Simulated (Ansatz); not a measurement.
Born–Oppenheimer molecular dynamics of H4Si (5 atoms, charge 0, multiplicity 1). It goes on from the last frame of an earlier run, with new velocities.

All numbers below come from Ansatz 0.2.0, RKS PBE0/def2-SVP.

```yaml
ensemble: NVT, Langevin thermostat
time_step: 0.25 fs
steps_asked: 150
set_temperature: 700 K
friction: 0.05 /fs
seed: 664712
```

Frames 0.25 fs apart, positions in Å, forces in eV/Å.

Velocities at 5 fs (Å/ps):

```
Si -1.07 -1.41 -3.13
H 26.32 17.41 -21.27
H 12.18 28.57 6.18
H 10.90 12.76 11.88
H 16.54 4.32 -12.81
```

```xyz
5
Properties=species:S:1:pos:R:3:forces:R:3 time_fs=5 energy_less_start_eV=0.066 T=298
Si 0.018 0.024 -0.003 1.28 -1.86 0.61
H 0.166 -0.062 1.509 -0.38 0.11 -0.44
H 1.451 0.096 -0.469 -0.25 -0.08 -0.10
H -0.628 1.203 -0.468 -0.87 1.12 -0.33
H -0.619 -1.269 -0.541 0.21 0.71 0.26
5
Properties=species:S:1:pos:R:3:forces:R:3 time_fs=5.25 energy_less_start_eV=0.066 T=376
Si 0.018 0.023 -0.004 1.36 -1.79 0.53
H 0.173 -0.058 1.503 -0.39 0.09 -0.35
H 1.455 0.103 -0.467 -0.30 -0.10 -0.10
H -0.626 1.206 -0.465 -0.87 1.11 -0.33
H -0.615 -1.268 -0.544 0.20 0.69 0.26
5
Properties=species:S:1:pos:R:3:forces:R:3 time_fs=5.5 energy_less_start_eV=0.067 T=407
Si 0.017 0.023 -0.005 1.45 -1.71 0.45
H 0.181 -0.052 1.495 -0.40 0.06 -0.25
H 1.459 0.108 -0.464 -0.35 -0.11 -0.11
H -0.625 1.209 -0.461 -0.87 1.08 -0.33
H -0.610 -1.268 -0.547 0.17 0.66 0.25
5
Properties=species:S:1:pos:R:3:forces:R:3 time_fs=5.75 energy_less_start_eV=0.068 T=331
Si 0.017 0.022 -0.006 1.52 -1.60 0.38
H 0.190 -0.047 1.489 -0.42 0.04 -0.16
H 1.463 0.112 -0.461 -0.39 -0.11 -0.12
H -0.625 1.212 -0.458 -0.85 1.04 -0.33
H -0.605 -1.266 -0.549 0.15 0.62 0.24
5
Properties=species:S:1:pos:R:3:forces:R:3 time_fs=6 energy_less_start_eV=0.069 T=299
Si 0.017 0.021 -0.006 1.57 -1.48 0.32
H 0.198 -0.042 1.484 -0.44 0.02 -0.10
H 1.466 0.117 -0.459 -0.43 -0.12 -0.13
H -0.625 1.215 -0.455 -0.83 1.00 -0.32
H -0.600 -1.265 -0.551 0.12 0.59 0.23
5
Properties=species:S:1:pos:R:3:forces:R:3 time_fs=6.25 energy_less_start_eV=0.070 T=293
Si 0.016 0.021 -0.007 1.64 -1.36 0.26
H 0.206 -0.037 1.478 -0.45 0.00 -0.03
H 1.469 0.121 -0.457 -0.47 -0.13 -0.14
H -0.626 1.218 -0.453 -0.81 0.94 -0.31
H -0.595 -1.264 -0.552 0.09 0.54 0.21
5
Properties=species:S:1:pos:R:3:forces:R:3 time_fs=6.5 energy_less_start_eV=0.069 T=285
Si 0.016 0.020 -0.008 1.70 -1.19 0.19
H 0.213 -0.034 1.472 -0.46 -0.01 0.05
H 1.473 0.125 -0.455 -0.52 -0.13 -0.14
H -0.628 1.223 -0.451 -0.78 0.86 -0.28
H -0.589 -1.261 -0.551 0.05 0.47 0.18
5
Properties=species:S:1:pos:R:3:forces:R:3 time_fs=6.75 energy_less_start_eV=0.068 T=309
Si 0.015 0.020 -0.009 1.75 -0.98 0.13
H 0.220 -0.030 1.467 -0.46 -0.03 0.12
H 1.475 0.129 -0.454 -0.56 -0.14 -0.15
H -0.629 1.229 -0.449 -0.73 0.75 -0.25
H -0.582 -1.258 -0.550 0.01 0.39 0.15
5
Properties=species:S:1:pos:R:3:forces:R:3 time_fs=7 energy_less_start_eV=0.069 T=315
Si 0.015 0.019 -0.009 1.79 -0.76 0.06
H 0.226 -0.027 1.462 -0.47 -0.04 0.20
H 1.478 0.133 -0.452 -0.60 -0.14 -0.15
H -0.629 1.236 -0.448 -0.68 0.63 -0.22
H -0.575 -1.256 -0.549 -0.05 0.31 0.12
5
Properties=species:S:1:pos:R:3:forces:R:3 time_fs=7.25 energy_less_start_eV=0.071 T=334
Si 0.015 0.018 -0.010 1.82 -0.53 -0.01
H 0.232 -0.024 1.457 -0.48 -0.05 0.27
H 1.480 0.137 -0.451 -0.63 -0.15 -0.16
H -0.629 1.244 -0.447 -0.62 0.50 -0.18
H -0.568 -1.254 -0.549 -0.10 0.24 0.08
5
Properties=species:S:1:pos:R:3:forces:R:3 time_fs=7.5 energy_less_start_eV=0.074 T=461
Si 0.015 0.017 -0.011 1.83 -0.27 -0.09
H 0.239 -0.021 1.452 -0.48 -0.06 0.35
H 1.483 0.142 -0.448 -0.65 -0.16 -0.17
H -0.630 1.253 -0.447 -0.55 0.34 -0.14
H -0.561 -1.252 -0.548 -0.14 0.16 0.04
5
Properties=species:S:1:pos:R:3:forces:R:3 time_fs=7.75 energy_less_start_eV=0.081 T=437
Si 0.015 0.016 -0.012 1.82 0.01 -0.18
H 0.245 -0.020 1.445 -0.49 -0.08 0.44
H 1.485 0.148 -0.445 -0.68 -0.17 -0.18
H -0.632 1.263 -0.446 -0.47 0.16 -0.08
H -0.555 -1.250 -0.547 -0.19 0.08 0.00
```

Of the whole run (38 fs, mean temperature of the second half 1062 K): The mean temperature of the second half is 52 % above the set value. A run of 0.037 ps of so small a system gives no equilibrium averages.

The run took 39 s on 1 thread of Intel(R) Xeon(R) 6975P-C (Granite Rapids) (shared host), peak memory 0.095 GiB.
